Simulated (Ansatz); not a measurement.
`OC1=C(F)C1`, relaxed with RKS PBE0-D4/def2-TZVP in Ansatz 0.2.0 from a PBE-D4/def2-SVP geometry. The force threshold is 0.005 eV/Å; the program also tests the step.

The species carries charge 0 and has multiplicity 1.

Start:

```xyz
8

O    -1.560    0.943   -0.389
C    -0.493    0.179   -0.131
C     0.201   -0.923   -0.007
F     0.300   -2.246   -0.065
C     0.959    0.335    0.301
H    -2.303    0.358   -0.641
H     1.189    0.615    1.355
H     1.705    0.739   -0.423
```

```json
{"step": "1", "energy (eV)": "-7915.2353", "largest force (eV/Å)": "1.290", "largest move (Å)": "0.000"}
{"step": "2", "energy (eV)": "-7915.2845", "largest force (eV/Å)": "0.281", "largest move (Å)": "0.023"}
{"step": "3", "energy (eV)": "-7915.2894", "largest force (eV/Å)": "0.046", "largest move (Å)": "0.009"}
{"step": "4", "energy (eV)": "-7915.2895", "largest force (eV/Å)": "0.025", "largest move (Å)": "0.002"}
{"step": "5", "energy (eV)": "-7915.2895", "largest force (eV/Å)": "0.026", "largest move (Å)": "0.002"}
{"step": "6", "energy (eV)": "-7915.2895", "largest force (eV/Å)": "0.006", "largest move (Å)": "0.001"}
{"step": "7", "energy (eV)": "-7915.2895", "largest force (eV/Å)": "0.003", "largest move (Å)": "0.001"}
```

End:

```xyz
8

O    -1.548    0.925   -0.386
C    -0.483    0.175   -0.128
C     0.198   -0.905   -0.005
F     0.295   -2.215   -0.066
C     0.956    0.335    0.300
H    -2.283    0.355   -0.637
H     1.178    0.605    1.337
H     1.687    0.725   -0.416
```

Run time 26 s (2 threads of an Intel Xeon Platinum 8259CL on a shared host); peak host memory 0.36 GiB.
